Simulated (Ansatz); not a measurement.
Antifluorite Mg₂Sn, treated with PBE0 (Ansatz, a program for electronic structure, plane waves, PAW).

Numerical settings: plane-wave cutoff 460 eV, 6×6×6 k mesh, Fermi–Dirac smearing 0.01 eV, scalar-relativistic PAW data made under PBE.

Energies at three volumes about the minimum:

```json
[
 {"V (Å³/atom)": "25.109", "E − E_lowest (meV/atom)": "2.45"},
 {"V (Å³/atom)": "25.846", "E − E_lowest (meV/atom)": "0.00"},
 {"V (Å³/atom)": "26.397", "E − E_lowest (meV/atom)": "2.11"}
]
```

**Question.** Fit a parabola by hand: where is the minimum, what lattice constant follows, and what is the bulk modulus?

**Answer.** Slopes: (0.00 − 2.45)/(25.846 − 25.109) = -3.324 and (2.11 − 0.00)/(26.397 − 25.846) = 3.829 meV/Å³. Curvature E″ = 2 × (3.829 − (-3.324))/(26.397 − 25.109) = 11.107 meV/Å⁶. From the middle of the first interval, the slope vanishes at V0 = 25.4775 − (-3.324)/11.107 = 25.777 Å³/atom. B = V0 E″ = 25.777 × 11.107 meV/Å³ × 0.1602 GPa per meV/Å³ = 45.9 GPa. With 12 atoms in the cube, a = (12 × 25.777)^(1/3) = 6.763 Å. The full Birch–Murnaghan fit to all volumes gives V0 = 25.763 Å³/atom and B0 = 46.1 GPa.

Measured, for comparison: lattice constant a 6.766 Å (temperature not stated, not corrected to a static lattice; as tabulated in Freccero, Grin, Wagner, Dalton Trans. (2023), ESI).
